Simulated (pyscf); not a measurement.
Elementary routes open to H₃Si–O–PH₂ + SiH₄ in the gas phase (singlet surface):
A. PH₃ + H₃Si–O–SiH₃ (O–P, H–Si broken; H–P, O–Si formed)
B. H₃Si–O–PH–SiH₃ + H₂ (H–P, H–Si broken; P–Si, H–H formed)

Structures and frequencies: ωB97X-D3(BJ)/def2-SVP in PySCF.

Rank the routes by free-energy barrier at 900 K, lowest first, for ωB97M-D3(BJ)/def2-TZVP energies (ideal gas, 1 atm, RRHO with modes under 100 cm⁻¹ raised to 100, one conformer, R ln 2 for chiral ones without a mode under 150 cm⁻¹).

A (70.6 kcal/mol), B (98.2 kcal/mol)

Route A is the fastest of these, ahead of the next by 27.6 kcal/mol. The most stable products are those of A (ΔG = -28.6 kcal/mol), so kinetics and thermodynamics agree. At 298 K A is still the fastest. Only these routes are compared; each barrier is that of the saddle found, and lower ones may exist.
